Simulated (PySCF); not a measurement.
# CCl4: the cost of one run

Programs: PySCF 2.14.0, with density-fitted response routines of our own. Each step states its level of theory. These are calculated values for one molecule in the gas phase, unless marked as measured. Atoms are numbered from 0 throughout.

### Step 1. The starting structure

5 atoms, charge 0, multiplicity 1; geometry from: GFN2-xTB.

Bonds of the start (Å): Cl0–C1 1.77, C1–Cl2 1.77, C1–Cl3 1.77, C1–Cl4 1.77.

### Step 2. Geometry optimisation at PBE0-D3(BJ)/def2-TZVP

Job settings and geometry (Å):

```
{"job": {"xc": "PBE0", "basis": "def2-TZVP", "d3": "d3bj", "grid": 2, "kind": "geom"}, "charge": 0, "multiplicity": 1}
Cl     1.350680    -1.138870    -0.091090
C      0.000160    -0.000310    -0.000050
Cl     0.625200     1.654930    -0.001620
Cl    -1.061930    -0.231940    -1.395770
Cl    -0.913040    -0.283880     1.488440
```

**Question.** How long does this first job take on 4 threads of Arm Neoverse V1, shared host?

About 19 s.
